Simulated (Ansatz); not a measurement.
Geometry optimisation, UKS PBE/def2-SVP (Ansatz 0.2.0).

input.yaml

```yaml
crystal:
  periodic: [false, false, false]
  atoms:
    - { symbol: Si, position_ang: [-0.120883, 0.370525, -1.218292] }
    - { symbol: "N", position_ang: [0.083693, -0.749191, 1.721324] }
    - { symbol: H, position_ang: [-1.32854, 0.988519, -1.864382] }
    - { symbol: H, position_ang: [0.913537, 0.082869, -2.267102] }
    - { symbol: H, position_ang: [-0.552381, -0.928398, -0.647316] }
    - { symbol: H, position_ang: [0.505644, 0.157576, 1.928624] }
    - { symbol: Cl, position_ang: [0.708662, 1.90716, -0.019887] }
    - { symbol: H, position_ang: [0.649212, -1.227796, 1.015585] }
    - { symbol: H, position_ang: [-0.859044, -0.601265, 1.351446] }
magnetization:
  spin_polarized: true
basis:
  gaussian: { orbitals: def2-SVP }
hamiltonian:
  xc: pbe
relax:
  f_tol: 0.03
  max_steps: 50
output:
  orbitals: {}
```

Launched with:

```bash
$ ansatz run input.yaml --threads 2 --pin off --max-ram 3072MiB --backend cpu --events-out ev --progress --plain --runs-dir out
```

Task: Where does it end, and by what steps?

Result: The forces met the threshold. After 5 steps the energy has fallen by 0.379 eV; H9 moved furthest, 0.70 Å.

| step | energy less start (eV) | largest force component (eV/Å) | accepted |
| --- | --- | --- | --- |
| 0 | 0.0000 | 0.808 | yes |
| 1 | -0.2445 | 0.550 | yes |
| 2 | -0.3355 | 0.733 | yes |
| 3 | -0.3521 | 1.039 | yes |
| 4 | -0.3708 | 0.579 | yes |
| 5 | -0.3788 | 0.018 | yes |

```xyz
9
Properties=species:S:1:pos:R:3
Si -0.121 0.580 -1.575
N 0.153 -0.858 2.170
H -1.339 1.151 -2.237
H 0.907 0.219 -2.605
H -0.480 -0.618 -0.747
H 0.407 0.049 1.751
Cl 0.685 2.011 -0.288
H 0.634 -1.558 1.586
H -0.845 -0.978 1.946
```

Whether the end is a true minimum wasn't checked by a vibrational analysis.

Run time: 11 s on 2 threads of Arm Neoverse V2, with other jobs on the host, peak memory 0.14 GiB.
